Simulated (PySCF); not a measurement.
The dipole of `C(C1C=C1)Cl` from its density and from atomic charges.

Coordinates (PBE0-D3(BJ)/def2-SVP, Å) and charges (e) from the PBE0/pcSseg-1 density (PySCF):

```json
{"atom": "Cl1", "x": "-2.697", "y": "0.482", "z": "0.609", "Mulliken": "-0.1764", "IAO": "-0.1324", "Hirshfeld": "-0.0999", "ESP-fitted": "-0.1649"}
{"atom": "C2", "x": "-1.371", "y": "-0.387", "z": "-0.238", "Mulliken": "-0.1478", "IAO": "-0.2438", "Hirshfeld": "-0.0407", "ESP-fitted": "-0.3327"}
{"atom": "C3", "x": "-0.094", "y": "-0.347", "z": "0.557", "Mulliken": "-0.1842", "IAO": "-0.1177", "Hirshfeld": "-0.0538", "ESP-fitted": "+0.1054"}
{"atom": "C4", "x": "1.234", "y": "-0.183", "z": "-0.128", "Mulliken": "-0.0846", "IAO": "-0.1527", "Hirshfeld": "-0.0423", "ESP-fitted": "-0.2807"}
{"atom": "C5", "x": "0.800", "y": "0.853", "z": "0.522", "Mulliken": "-0.0521", "IAO": "-0.1398", "Hirshfeld": "-0.0380", "ESP-fitted": "-0.1793"}
{"atom": "H6", "x": "-1.724", "y": "-1.417", "z": "-0.392", "Mulliken": "+0.1645", "IAO": "+0.1596", "Hirshfeld": "+0.0467", "ESP-fitted": "+0.1689"}
{"atom": "H7", "x": "-1.242", "y": "0.097", "z": "-1.216", "Mulliken": "+0.1486", "IAO": "+0.1563", "Hirshfeld": "+0.0416", "ESP-fitted": "+0.1964"}
{"atom": "H8", "x": "-0.152", "y": "-0.935", "z": "1.488", "Mulliken": "+0.1304", "IAO": "+0.1207", "Hirshfeld": "+0.0272", "ESP-fitted": "+0.0683"}
{"atom": "H9", "x": "1.993", "y": "-0.667", "z": "-0.736", "Mulliken": "+0.0994", "IAO": "+0.1729", "Hirshfeld": "+0.0780", "ESP-fitted": "+0.2182"}
{"atom": "H10", "x": "0.924", "y": "1.878", "z": "0.862", "Mulliken": "+0.1022", "IAO": "+0.1769", "Hirshfeld": "+0.0812", "ESP-fitted": "+0.2005"}
```

Q: What dipole does each set of charges give (1 e·Å = 4.803 D), and what does the density give?

A: The full density gives (2.27, -0.64, -0.97) D, 2.55 D in size; dipole vectors point from the negative to the positive end.

| scheme | μx | μy | μz | size (D) | share of the full size (%) | angle to the full dipole (°) |
| --- | --- | --- | --- | --- | --- | --- |
| Mulliken | 1.70 | -1.00 | -1.09 | 2.25 | 88 | 15 |
| IAO | 2.03 | -0.61 | -0.91 | 2.31 | 90 | 1 |
| Hirshfeld | 1.64 | -0.12 | -0.54 | 1.73 | 68 | 12 |
| ESP-fitted | 2.29 | -0.68 | -1.02 | 2.59 | 102 | 1 |

Q: Which set comes closest?

A: Length of the difference vector: ESP-fitted 0.07 D, IAO 0.25 D, Mulliken 0.68 D, Hirshfeld 0.92 D. Closest: ESP-fitted. 

Q: What is left for the Hirshfeld atoms' own dipoles?

A: The Hirshfeld atoms' densities add up to the full density, so μ = Σ q r + Σ (atomic dipoles). The atomic dipoles sum to (2.27, -0.64, -0.97) − (1.64, -0.12, -0.54) = (0.63, -0.52, -0.43) D, 0.92 D in size.

Q: With the origin at the mean of the coordinates, (-0.233, -0.063, 0.133) Å, which are the largest single terms, by size, of the Hirshfeld dipole along the direction of the full one?

A: Cl1 +1.20, H9 +0.92, C4 -0.29, H6 -0.18, C2 +0.15 D; all 10 atoms together +1.70 D. The single terms depend on the origin, their sum doesn't.

Q: Give the size of the full dipole in other units.

A: 2.55 D = 1.003 au = 0.531 e·Å = 8.50 × 10⁻³⁰ C·m.

The structure is a single PBE0-D3(BJ)/def2-SVP conformer in the gas phase; no vibrational or solvent corrections.

The values belong to the conformer `[Cl:1][CH2:2][CH:3]1[CH:4]=[CH:5]1`: Cl1–C2–C3–C4 -142°.
